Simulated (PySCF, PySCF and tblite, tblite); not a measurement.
# C3H7N: a path driven as pyramidal inversion, and NMR exchange

One table from this session's results is given with a row withheld; the runs are named, their logs left out.

Computed with tblite 0.8.0 (tight binding) and PySCF 2.14.0 (DFT, with response routines of our own); each step states its level. Atoms count from 0 throughout.

## The molecule as given

11 atoms, charge 0, multiplicity 1; geometry from: force field or distance geometry start.

Bonds of the start (Å): C0–C1 1.55, C0–C3 1.55, C0–H4 1.08, C0–H5 1.08, C1–H6 1.09, C1–H7 1.11, C1–N2 1.46, C3–H10 1.10, C3–H9 1.11, N2–C3 1.47, N2–H8 1.02.

The first run:

What the job is given:

```
{"job": {"xc": "GFN2-xTB", "basis": "xTB", "kind": "relax"}, "charge": 0, "multiplicity": 1}
C      0.765000    -0.635600    -0.009700
C      0.539300     0.889700     0.107100
N     -0.744200     0.697800    -0.569800
C     -0.779200    -0.687700    -0.089300
H      1.260500    -0.942000    -0.924400
H      1.217400    -1.130300     0.842500
H      1.265000     1.514400    -0.419800
H      0.455300     1.247200     1.153200
H     -1.504200     1.287600    -0.227300
H     -1.274600    -0.813100     0.896400
H     -1.195000    -1.425300    -0.784700
```

The run is started by

```sh
$ OMP_NUM_THREADS=1 python ens_run.py task.json out
```

One launch serves the whole session.

Among the steps run: GFN2-xTB relaxation, start minimum; Relaxed scan, inversion; Nudged elastic band, leg 1; Saddle search, leg 1; DFT refinement, start: PBE0-D3(BJ)/def2-SVP; Shieldings, start: PBE0/pcSseg-1 in acetone; Shieldings, saddle of leg 1: PBE0/pcSseg-1 in acetone; Barriers, rates and exchange; Nudged elastic band, band settings drawn wide; Shieldings, start: BHandHLYP/pcSseg-1 in acetone; Single-point energy, saddle of leg 1: BHandHLYP/pcSseg-1 in acetone; Second level: BHandHLYP/pcSseg-1 + D3(BJ), IEF-PCM acetone.

One of the session's tables, all rows but one given; the rest of the session is left out.

It belongs to the step «Second level: BHandHLYP/pcSseg-1 + D3(BJ), IEF-PCM acetone». Barriers by level (kcal/mol; entropies in cal/(mol K)). Zero-point and thermal terms come from xTB in every row. ΔG‡ leaves symmetry out; the rate counts one path; effective ΔG‡, where given, is the barrier that would give that rate by Eyring's equation alone:

| level | ΔE‡ | with zero-point | ΔH‡ | ΔG‡ (298 K) | k at 298 K (1/s) |
| --- | --- | --- | --- | --- | --- |
| GFN2-xTB | 5.61 | 4.50 | 4.38 | 4.60 | 2.6e+09 |
| PBE0-D3(BJ)/def2-SVP | ? | ? | ? | ? | ? |
| PBE0/pcSseg-1 + D3(BJ), IEF-PCM acetone | 6.96 | 5.85 | 5.74 | 5.96 | 2.6e+08 |
| BHandHLYP/pcSseg-1 + D3(BJ), IEF-PCM acetone | 7.22 | 6.12 | 6.00 | 6.22 | 1.7e+08 |

Estimate the missing values for PBE0-D3(BJ)/def2-SVP.

The run gave: ΔE‡: 4.53; with zero-point: 3.43; ΔH‡: 3.31; ΔG‡ (298 K): 3.53; k at 298 K (1/s): 1.6e+10. In the column «ΔE‡» it is the lowest.
